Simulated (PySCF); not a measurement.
C₄H₅F.
Bonds: F1–C2, C2–C3, C3–C4 (double), C4–C5, C3–C5. Hydrogens: H6, H7 on C2; H8 on C4; H9, H10 on C5.

The same species was optimised twice, with GFN2-xTB and with PBE0-D3(BJ)/def2-SVP (PySCF), and the same property calculations (PySCF, gas phase) were run on both structures.

```
     coordinate  GFN2-xTB  PBE0-D3(BJ)/def2-SVP  change
      C4–H8 (Å)     1.061                 1.086  +0.025
     C5–H10 (Å)     1.085                 1.103  +0.018
      C5–H9 (Å)     1.085                 1.103  +0.018
      F1–C2 (Å)     1.375                 1.366  -0.009
      C2–H6 (Å)     1.099                 1.106  +0.007
      C2–H7 (Å)     1.099                 1.106  +0.007
      C4–C5 (Å)     1.502                 1.499  -0.003
      C3–C5 (Å)     1.502                 1.499  -0.003
      C2–C3 (Å)     1.464                 1.467  +0.003
      C3=C4 (Å)     1.299                 1.297  -0.002
   F1–C2–H6 (°)     106.9                 109.2    +2.3
   F1–C2–H7 (°)     106.9                 109.2    +2.3
   H6–C2–H7 (°)     109.3                 107.1    -2.2
   C3–C2–H6 (°)     110.9                 109.5    -1.4
   C3–C2–H7 (°)     110.9                 109.5    -1.4
   C5–C4–H8 (°)     144.8                 146.1    +1.3
   C3–C4–H8 (°)     150.8                 149.5    -1.3
   C2–C3–C5 (°)     142.3                 143.4    +1.1
F1–C2–C3–C4 (°)         0                     0       0
```

Rotational constants: A = 16060, B = 3145, C = 2723 MHz (GFN2-xTB) against A = 16001, B = 3151, C = 2727 MHz (PBE0-D3(BJ)/def2-SVP). Point groups within 0.08 Å: Cs and Cs.

On the GFN2-xTB structure: lowest singlet, TDDFT (eV) 6.52 [wB97X-D/def2-SVPD]; lowest triplet, Tamm–Dancoff (eV) 4.24 [wB97X-D/def2-SVPD]; isotropic polarisability (au) 46.7 [wB97X-D/def2-SVPD]; HOMO (eV) -9.08 [wB97X-D/def2-SVPD]; LUMO (eV) 1.89 [wB97X-D/def2-SVPD]; dipole (D) 1.39 [wB97X-D/def2-SVPD]; HOMO (eV) -7.21 [PBE0/pcSseg-1]; LUMO (eV) 0.13 [PBE0/pcSseg-1]; dipole (D) 1.34 [PBE0/pcSseg-1]; GIAO shielding of F1 (ppm) 425.2 [PBE0/pcSseg-1]; GIAO shielding of C2 (ppm) 101.0 [PBE0/pcSseg-1]; GIAO shielding of C3 (ppm) 61.6 [PBE0/pcSseg-1]; GIAO shielding of C4 (ppm) 77.1 [PBE0/pcSseg-1]; GIAO shielding of C5 (ppm) 177.4 [PBE0/pcSseg-1]; F1s of F1 (eV) 692.44 [delta-SCF UKS SCAN, pcX-2 on the ionised atom, pcseg-1 elsewhere, spin-free X2C]; C1s of C2 (eV) 293.64 [delta-SCF UKS SCAN, pcX-2 on the ionised atom, pcseg-1 elsewhere, spin-free X2C]; C1s of C3 (eV) 291.07 [delta-SCF UKS SCAN, pcX-2 on the ionised atom, pcseg-1 elsewhere, spin-free X2C]; C1s of C4 (eV) 290.70 [delta-SCF UKS SCAN, pcX-2 on the ionised atom, pcseg-1 elsewhere, spin-free X2C]; C1s of C5 (eV) 291.06 [delta-SCF UKS SCAN, pcX-2 on the ionised atom, pcseg-1 elsewhere, spin-free X2C].

What do these properties become on the PBE0-D3(BJ)/def2-SVP structure?

| property | level | on GFN2-xTB | on PBE0-D3(BJ)/def2-SVP | change |
| --- | --- | --- | --- | --- |
| lowest singlet, TDDFT (eV) | wB97X-D/def2-SVPD | 6.52 | 6.52 | 0.00 |
| lowest triplet, Tamm–Dancoff (eV) | wB97X-D/def2-SVPD | 4.24 | 4.28 | +0.04 |
| isotropic polarisability (au) | wB97X-D/def2-SVPD | 46.7 | 47.3 | +0.6 |
| HOMO (eV) | wB97X-D/def2-SVPD | -9.08 | -9.03 | +0.05 |
| LUMO (eV) | wB97X-D/def2-SVPD | 1.89 | 1.94 | +0.05 |
| dipole (D) | wB97X-D/def2-SVPD | 1.39 | 1.31 | -0.08 |
| energy, GFN2-xTB geometry as zero (kcal/mol) | wB97X-D/def2-SVPD | 0.0 | -0.5 | -0.5 |
| HOMO (eV) | PBE0/pcSseg-1 | -7.21 | -7.16 | +0.05 |
| LUMO (eV) | PBE0/pcSseg-1 | 0.13 | 0.18 | +0.05 |
| dipole (D) | PBE0/pcSseg-1 | 1.34 | 1.26 | -0.08 |
| energy, GFN2-xTB geometry as zero (kcal/mol) | PBE0/pcSseg-1 | 0.0 | -0.4 | -0.4 |
| GIAO shielding of F1 (ppm) | PBE0/pcSseg-1 | 425.2 | 426.9 | +1.7 |
| GIAO shielding of C2 (ppm) | PBE0/pcSseg-1 | 101.0 | 101.9 | +0.9 |
| GIAO shielding of C3 (ppm) | PBE0/pcSseg-1 | 61.6 | 60.1 | -1.5 |
| GIAO shielding of C4 (ppm) | PBE0/pcSseg-1 | 77.1 | 75.4 | -1.7 |
| GIAO shielding of C5 (ppm) | PBE0/pcSseg-1 | 177.4 | 174.1 | -3.3 |
| F1s of F1 (eV) | delta-SCF UKS SCAN, pcX-2 on the ionised atom, pcseg-1 elsewhere, spin-free X2C | 692.44 | 692.61 | +0.17 |
| C1s of C2 (eV) | delta-SCF UKS SCAN, pcX-2 on the ionised atom, pcseg-1 elsewhere, spin-free X2C | 293.64 | 293.68 | +0.04 |
| C1s of C3 (eV) | delta-SCF UKS SCAN, pcX-2 on the ionised atom, pcseg-1 elsewhere, spin-free X2C | 291.07 | 291.02 | -0.05 |
| C1s of C4 (eV) | delta-SCF UKS SCAN, pcX-2 on the ionised atom, pcseg-1 elsewhere, spin-free X2C | 290.70 | 290.70 | 0.00 |
| C1s of C5 (eV) | delta-SCF UKS SCAN, pcX-2 on the ionised atom, pcseg-1 elsewhere, spin-free X2C | 291.06 | 291.14 | +0.08 |

The heavy atoms differ by 0.007 Å rms after alignment. Among all bonds C4–H8 changes most (+0.025 Å). Changes are differences of the printed values. Neither structure is proved a minimum here.

Conformer computed: `[F:1][CH2:2][C:3]1=[CH:4][CH2:5]1`: F1–C2–C3–C4 0°.

wB97X-D is run here without its empirical dispersion term; that term would change no orbital, density or response property at a fixed geometry.
